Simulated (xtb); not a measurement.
xtb input (GFN2-xTB):

```bash
xtb mol.xyz --gfn 2 --ohess tight --chrg -1 --uhf 0
```
mol.xyz:
```
9

C      0.76964540     1.71679503     0.01115739
C      0.81227097     0.40519521    -0.01387468
C     -0.40757627    -0.42395773    -0.01617032
C     -0.39976362    -1.78141520    -0.03652647
H      1.66225168     2.27082557     0.01596014
H     -0.11956899     2.30809788     0.01574913
H     -1.38643610     0.13619299     0.00281422
H      0.47928953    -2.33758809     0.03160300
H     -1.38234565    -2.35799817    -0.02049832
```

Output:

```
           -------------------------------------------------
          |                Calculation Setup                |
           -------------------------------------------------

           -------------------------------------------------
          |                 G F N 2 - x T B                 |
           -------------------------------------------------

        Reference                      10.1021/acs.jctc.8b01176
      * Hamiltonian:
        H0-scaling (s, p, d)           1.850000    2.230000    2.230000
        zeta-weighting                 0.500000
      * Dispersion:
        s8                             2.700000
        a1                             0.520000
        a2                             5.000000
        s9                             5.000000
      * Repulsion:
        kExp                           1.500000    1.000000
        rExp                           1.000000
      * Coulomb:
        alpha                          2.000000
        third order                    shell-resolved
        anisotropic                    true
        a3                             3.000000
        a5                             4.000000
        cn-shift                       1.200000
        cn-exp                         4.000000
        max-rad                        5.000000

          ...................................................
          :                      SETUP                      :
          :.................................................:
          :  # basis functions                  21          :
          :  # atomic orbitals                  21          :
          :  # shells                           13          :
          :  # electrons                        22          :
          :  max. iterations                   250          :
          :  Hamiltonian                  GFN2-xTB          :
          :  restarted?                      false          :
          :  GBSA solvation                  false          :
          :  PC potential                    false          :
          :  electronic temp.          300.0000000     K    :
          :  accuracy                    1.0000000          :
          :  -> integral cutoff          0.2500000E+02      :
          :  -> integral neglect         0.1000000E-07      :
          :  -> SCF convergence          0.1000000E-05 Eh   :
          :  -> wf. convergence          0.1000000E-03 e    :
          :  Broyden damping             0.4000000          :
          :  net charge                         -1          :
          :  unpaired electrons                  0          :
          ...................................................

 iter      E             dE          RMSdq      gap      omega  full diag
   1    -11.2633317 -0.112633E+02  0.594E+00    2.36       0.0  T
   2    -11.3205446 -0.572129E-01  0.368E+00    0.32       1.0  T
   3    -11.3197317  0.812927E-03  0.192E+00    1.01       1.0  T
   4    -11.3254194 -0.568775E-02  0.855E-01    0.81       1.0  T
   5    -11.3292212 -0.380183E-02  0.207E-01    0.79       1.0  T
   6    -11.3293214 -0.100160E-03  0.118E-01    0.80       1.0  T
[...]
 * 6 selected distances

     #   Z          #   Z                                           value/Å
     1   6 C        2   6 C                                       1.3143272
     3   6 C        4   6 C                                       1.3642207 (max)
     1   6 C        5   1 H                                       1.0962856
     3   6 C        7   1 H                                       1.1005205
     4   6 C        8   1 H                                       1.0823798 (min)
     4   6 C        9   1 H                                       1.0852318

 * 2 distinct bonds (by element types)

   Z      Z             #   av. dist./Å        max./Å        min./Å
   1 H    6 C           4     1.0911044     1.1005205     1.0823798
Molecule has no symmetry elements
It seems to be the C1 point group
   6 C    6 C           2     1.3392739     1.3642207     1.3143272

           -------------------------------------------------
          |               Frequency Printout                |
           -------------------------------------------------
 projected vibrational frequencies (cm⁻¹)
eigval :       -0.00    -0.00    -0.00     0.00     0.00     0.00
eigval :      155.67   259.63   409.52   500.53   600.65   686.89
eigval :      815.07   915.58   950.68  1051.58  1084.72  1283.94
eigval :     1417.58  1495.00  1573.89  1774.61  2545.39  2813.74
eigval :     2838.90  2967.84  3018.26
 reduced masses (amu)
   1: 10.02   2: 10.45   3:  8.21   4: 10.75   5:  9.68   6:  9.57   7:  9.04   8:  7.22
   9:  7.03  10:  4.19  11:  5.25  12:  4.23  13:  3.54  14:  4.94  15:  4.48  16:  4.53
  17:  6.46  18:  3.80  19:  3.80  20:  2.49  21:  9.00  22: 11.95  23:  1.75  24:  1.73
  25:  1.60  26:  1.83  27:  1.70
 IR intensities (km·mol⁻¹)
   1:  9.31   2: 13.22   3:  1.41   4: 13.61   5: 16.52   6:  1.93   7:  2.75   8: 38.71
   9: 12.98  10: 23.36  11:  7.47  12:  2.90  13:  4.40  14:  6.51  15: 12.00  16: 63.65
  17: 51.11  18:  2.79  19:263.83  20: 90.16  21:102.86  22:114.10  23:573.28  24:327.30
  25:404.36  26:289.19  27:167.28
 Raman intensities (Ä⁴*amu⁻¹)
   1:  0.00   2:  0.00   3:  0.00   4:  0.00   5:  0.00   6:  0.00   7:  0.00   8:  0.00
   9:  0.00  10:  0.00  11:  0.00  12:  0.00  13:  0.00  14:  0.00  15:  0.00  16:  0.00
  17:  0.00  18:  0.00  19:  0.00  20:  0.00  21:  0.00  22:  0.00  23:  0.00  24:  0.00
  25:  0.00  26:  0.00  27:  0.00
 output can be read by thermo (or use thermo option).
 writing <g98.out> molden fake output.
 recommended (thermochemical) frequency scaling factor: 1.0
           -------------------------------------------------
          |             Thermodynamic Functions             |
           -------------------------------------------------

c1  symmetry found (for desy threshold:  0.10E+00) used in thermo

          ...................................................
          :                      SETUP                      :
          :.................................................:
          :  # frequencies                          21      :
          :  # imaginary freq.                       0      :
          :  linear?                             false      :
          :  only rotor calc.                    false      :
          :  symmetry                               c1      :
          :  rotational number                       1      :
          :  scaling factor                  1.0000000      :
          :  rotor cutoff                   50.0000000 cm⁻¹ :
          :  imag. cutoff                  -20.0000000 cm⁻¹ :
          :.................................................:

    mode    ω/cm⁻¹     T·S(HO)/kcal·mol⁻¹    T·S(FR)/kcal·mol⁻¹   T·S(vib)
   ------------------------------------------------------------------------
       1    155.67    -0.77570 ( 98.95%)    -0.71970 (  1.05%)    -0.77511
       2    259.63    -0.49620 ( 99.86%)    -0.56833 (  0.14%)    -0.49630
   ------------------------------------------------------------------------

   temp. (K)  partition function   enthalpy   heat capacity  entropy
                                   cal/mol     cal/K/mol   cal/K/mol   J/K/mol
 298.15  VIB   3.93                 1357.682     10.793      7.274
         ROT  0.319E+05              888.752      2.981     23.587
         INT  0.125E+06             2246.435     13.774     30.860
         TR   0.374E+27             1481.254      4.968     37.813
         TOT                        3727.6886    18.7422    68.6735   287.3298

       T/K    H(0)-H(T)+PV         H(T)/Eh          T*S/Eh         G(T)/Eh
   ------------------------------------------------------------------------
    298.15    0.594045E-02    0.723711E-01    0.326290E-01    0.397421E-01
   ------------------------------------------------------------------------

         :::::::::::::::::::::::::::::::::::::::::::::::::::::
         ::                  THERMODYNAMIC                  ::
Note: The following floating-point exceptions are signalling: IEEE_UNDERFLOW_FLAG IEEE_DENORMAL
normal termination of xtb
         :::::::::::::::::::::::::::::::::::::::::::::::::::::
         :: total free energy         -11.114953855845 Eh   ::
         ::.................................................::
         :: total energy              -11.154695967123 Eh   ::
         :: zero point energy           0.066430640416 Eh   ::
         :: G(RRHO) w/o ZPVE           -0.026688529137 Eh   ::
         :: G(RRHO) contrib.            0.039742111279 Eh   ::
         :::::::::::::::::::::::::::::::::::::::::::::::::::::

optimized geometry written to: xtbopt.xyz

           -------------------------------------------------
          | TOTAL ENERGY              -11.154695967123 Eh   |
          | TOTAL ENTHALPY            -11.082324876761 Eh   |
          | TOTAL FREE ENERGY         -11.114953855845 Eh   |
          | GRADIENT NORM               0.000254703549 Eh/α |
          | HOMO-LUMO GAP               3.412493907939 eV   |
           -------------------------------------------------

------------------------------------------------------------------------
------------------------------------------------------------------------
 total:
 SCF:
 ANC optimizer:
 analytical hessian:
```

It need not be the lowest isomer of its formula. Whether it binds its extra electron was not tested at this geometry.
